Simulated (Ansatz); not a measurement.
# CH5BN+ (SMILES B[NH+]=C): one structure at several levels

How do the functionals fare away from a minimum? The structure is a structure displaced at random from a GFN2-xTB minimum.

Program: Ansatz 0.2.0, Gaussian basis. Level of theory: single points in def2-TZVPP. These are calculated values, not measurements.

Cores are frozen in the correlated methods.

## (1) The system as given

SMILES `B[NH+]=C`, 8 atoms, charge 1, spin multiplicity 1.

Atoms are counted from 1 here; the program's logs count them from 0.

Bond lengths: B1–N2 1.464 Å, B1–H4 1.165 Å, B1–H5 1.070 Å, N2–C3 1.280 Å, N2–H6 1.035 Å, C3–H7 0.975 Å, C3–H8 1.199 Å. Angles: N2–B1–H4 120.1°, N2–B1–H5 117.4°, H4–B1–H5 122.2°, B1–N2–C3 124.6°, B1–N2–H6 121.8°, C3–N2–H6 113.2°, N2–C3–H7 124.4°, N2–C3–H8 120.6°, H7–C3–H8 115.0°.

Geometry (Å):

```xyz
8
CH5BN
B    -0.91840    0.60210   -0.68050
N     0.20310    0.36810    0.23170
C     0.73220   -0.77560    0.45610
H    -1.43880   -0.29600   -1.20850
H    -1.28520    1.60400   -0.76390
H     0.71620    1.14910    0.67630
H     0.43550   -1.60970    0.04770
H     1.66640   -0.88020    1.20080
```

## (2) CCSD(T)/def2-TZVPP

The input, run/in.yaml:

```yaml
crystal:
  periodic: [false, false, false]
  atoms:
    - {symbol: B, position_ang: [-0.918400, 0.602100, -0.680500]}
    - {symbol: N, position_ang: [0.203100, 0.368100, 0.231700]}
    - {symbol: C, position_ang: [0.732200, -0.775600, 0.456100]}
    - {symbol: H, position_ang: [-1.438800, -0.296000, -1.208500]}
    - {symbol: H, position_ang: [-1.285200, 1.604000, -0.763900]}
    - {symbol: H, position_ang: [0.716200, 1.149100, 0.676300]}
    - {symbol: H, position_ang: [0.435500, -1.609700, 0.047700]}
    - {symbol: H, position_ang: [1.666400, -0.880200, 1.200800]}
basis:
  gaussian: {orbitals: def2-TZVPP}
total_charge: 1
correlation: {method: ccsd_t}
output: {forces: true}
```

The command line of these runs was not kept.

## (3) PBE0-D4/def2-TZVPP

Changes to run/in.yaml since step 2:

```diff
@@ -14,3 +14,3 @@
 total_charge: 1
-correlation: {method: ccsd_t}
-output: {forces: true}
+hamiltonian: {xc: pbe0, dispersion: d4}
+output: {forces: true, orbitals: {seedname: orbitals}}
```

## (4) wB97M-V/def2-TZVPP

Changes to run/in.yaml since step 3:

```diff
@@ -14,3 +14,3 @@
 total_charge: 1
-hamiltonian: {xc: pbe0, dispersion: d4}
-output: {forces: true, orbitals: {seedname: orbitals}}
+hamiltonian: {xc: {name: wB97M-V}}
+output: {forces: true}
```

## (5) r2SCAN-D4/def2-TZVPP

Changes to run/in.yaml since step 4:

```diff
@@ -14,3 +14,3 @@
 total_charge: 1
-hamiltonian: {xc: {name: wB97M-V}}
+hamiltonian: {xc: r2scan, dispersion: d4}
 output: {forces: true}
```

## (6) PBE-D4/def2-TZVPP

Changes to run/in.yaml since step 5:

```diff
@@ -14,3 +14,3 @@
 total_charge: 1
-hamiltonian: {xc: r2scan, dispersion: d4}
+hamiltonian: {xc: pbe, dispersion: d4}
 output: {forces: true}
```

## (7) SPW92/def2-TZVPP

Changes to run/in.yaml since step 6:

```diff
@@ -14,3 +14,3 @@
 total_charge: 1
-hamiltonian: {xc: pbe, dispersion: d4}
+hamiltonian: {xc: lda}
 output: {forces: true}
```

## (8) B97M-V/def2-TZVPP

Changes to run/in.yaml since step 7:

```diff
@@ -14,3 +14,3 @@
 total_charge: 1
-hamiltonian: {xc: lda}
+hamiltonian: {xc: {name: B97M-V}}
 output: {forces: true}
```

(Steps that only read results are left out.)

What does the calculation give? Wanted: energy less free atoms, CCSD(T)/def2-TZVPP; RMS force component; RMS force error; HOMO and LUMO, PBE0-D4; T1 diagnostic.

The runs gave:

```
                                  quantity                                                                                        value
energy less free atoms, CCSD(T)/def2-TZVPP                                                                               -2060.7 kJ/mol
                       RMS force component                                                         2.117 to 2.211 eV/Å over the methods
                           RMS force error  PBE0-D4 0.213, wB97M-V 0.153, r2SCAN-D4 0.138, PBE-D4 0.191, SPW92 0.429, B97M-V 0.179 eV/Å
                    HOMO and LUMO, PBE0-D4                                                                          -15.81 and -9.22 eV
                             T1 diagnostic                                                                                        0.014
```

Against CCSD(T) the functionals' energies less atoms differ by -451.2 to -72.6 kJ/mol, PBE-D4 by -128.2 kJ/mol. CCSD(T) in triple zeta still lacks some correlation energy of the bonds, so part of these gaps is its own basis error and they don't rank the functionals. For forces r2SCAN-D4 does best and SPW92 worst. Frozen-core CCSD(T) forces in triple zeta carry basis errors of their own, and this is one geometry, so small gaps rank nothing.
